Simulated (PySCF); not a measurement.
Molecule: SMILES FC(Cl)Cl, CHCl$_{2}$F.

Geometry (Å), atoms numbered from 1 in this order:
```xyz
5

F    -0.0050    1.1302   -0.7780
C     0.0078    0.0835    0.0473
Cl    1.5178   -0.8106   -0.1508
Cl   -1.3955   -0.9403   -0.2703
H    -0.0505    0.4262    1.0890
```

Geometry PBE0-D3(BJ)/def2-SVP throughout; GIAO in PySCF 2.14, gas phase, one conformer, non-relativistic; equivalent atoms averaged; functional PBE0.

(1) How do the absolute shieldings σ depend on the basis set? (ppm; last column core-seconds on shared hosts with different chips, so compare them loosely)

(2) Which nucleus moves most, in ppm?

(3) Taking the largest basis, pcSseg-3 (329 functions), as the yardstick, rank the others by their worst heavy-atom deviation.

## Answers

(1) 
```tsv
basis set	functions	F1	C2	Cl3/Cl4	H5	core-s
STO-3G	29	360.7	138.0	906.3	27.37	1.4
6-31G	46	265.1	84.4	603.2	25.23	3.2
pcSseg-0	46	275.3	62.3	633.1	25.31	2.3
6-31G*	66	281.6	82.1	618.4	24.71	3.7
def2-SVP	69	295.0	77.1	673.8	24.31	3.4
cc-pVDZ	69	282.6	78.7	646.9	24.28	3.4
pcSseg-1	87	264.9	65.6	588.0	23.99	5.9
aug-cc-pVDZ	109	276.7	79.4	620.7	23.75	5.2
6-311+G(2d,p)	130	263.8	69.1	586.4	23.91	7.8
def2-TZVP	142	266.5	67.5	570.9	23.99	9.2
cc-pVTZ	142	269.3	68.5	619.1	23.79	7.6
IGLO-III	168	263.4	63.6	575.3	23.79	8
pcSseg-2	172	264.1	62.2	582.7	23.75	14
pcSseg-3	329	263.1	61.8	576.6	23.48	31
```

(2) Cl3/Cl4 (chlorine bonded to C): from 570.9 ppm with def2-TZVP to 906.3 ppm with STO-3G. The smallest spread is 3.89 ppm, at H5. Proton shifts span only some 12 ppm, so a few tenths of a ppm matter as much there as several ppm in carbon.

(3) IGLO-III 1.8 ppm (168 functions), def2-TZVP 5.7 ppm (142 functions), pcSseg-2 6.2 ppm (172 functions), 6-311+G(2d,p) 9.9 ppm (130 functions), pcSseg-1 11.4 ppm (87 functions), 6-31G 26.6 ppm (46 functions), 6-31G* 41.9 ppm (66 functions), cc-pVTZ 42.5 ppm (142 functions), aug-cc-pVDZ 44.2 ppm (109 functions), pcSseg-0 56.5 ppm (46 functions), cc-pVDZ 70.3 ppm (69 functions), def2-SVP 97.3 ppm (69 functions), STO-3G 329.7 ppm (29 functions).

A small basis that lands close on one nucleus may do so by chance; judge by the trend and by all nuclei.
